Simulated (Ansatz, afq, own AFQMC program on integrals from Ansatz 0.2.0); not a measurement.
# Where AFQMC and coupled cluster stand for GeH$_{3}$, doublet

```json
{"atom": "Ge", "x (Å)": "0.0123", "y (Å)": "-0.0207", "z (Å)": "-0.0264"}
{"atom": "H", "x (Å)": "1.4773", "y (Å)": "-0.0038", "z (Å)": "0.4449"}
{"atom": "H", "x (Å)": "-1.6565", "y (Å)": "2.7916", "z (Å)": "1.0153"}
{"atom": "H", "x (Å)": "-0.7069", "y (Å)": "-1.2984", "z (Å)": "0.4412"}
```

Basis 6-31G. Only valence electrons are correlated. Ansatz 0.2.0 and our own AFQMC program on the same integrals; the CISD trial comes from CCSD amplitudes, and released means the phaseless constraint is let go. Error bars are statistical, one sigma. No spin–orbit coupling.

Determinant: UHF, the one that the program's search chose, which needn't be the lowest solution. The geometry is a point of a scan.

Full CI on the same integrals is exact in this basis and with this determinant's frozen core.

Cautions: no relativity below Rb; no spin-orbit coupling; inner d shell frozen; strong correlation (T1 0.082, weight of the determinant 0.84, largest double 0.11); unrestricted determinant spin contaminated (⟨S²⟩ 1.19 against 0.75).

The T1 diagnostic is 0.0818 and the weight of the determinant in the CISD state is 0.843. The ⟨S²⟩ of the determinant is 1.194. The size of the correlated space is 7 electrons in 21 orbitals.

| level | correlation energy (eV) |
| --- | --- |
| MP2 | -1.0840 |
| CCSD | -1.6028 |
| CCSD(T) | -1.6240 |

**Question.** Estimate where AFQMC with the constraint released lies against CCSD(T) on the same integrals.

**Answer.** 0.35 ± 0.03 mEh below CCSD(T).

Reference: full CI, correlation energy -1.639 eV. The released energy is read at 2.40 1/Eh (meV from the phaseless value at times in 1/Eh: -1.0 ± 1.0 at 0.24, -1.2 ± 0.9 at 0.51, -1.6 ± 1.0 at 0.99, -2.5 ± 1.1 at 1.62, -3.8 ± 0.7 at 2.40). The cautions show a poor starting determinant, so the rows tell how each method copes with it here, and full CI is the sure value.

```json
{"level": "CCSD(T)", "E − E(reference) (mEh)": "0.53", "share of correlation (%)": "99.11"}
{"level": "ph-AFQMC/CISD", "E − E(reference) (mEh)": "0.32 ± 0.05", "share of correlation (%)": "99.47"}
{"level": "released AFQMC", "E − E(reference) (mEh)": "0.18 ± 0.03", "share of correlation (%)": "99.70"}
```

A walk keeps the symmetry of its determinant, which the program's search chose and which needn't be the lowest solution, so a lower state of the same spin and another symmetry isn't excluded. Released energies are given only where the last usable release times agree within the noise; a slower fall can still hide under it.
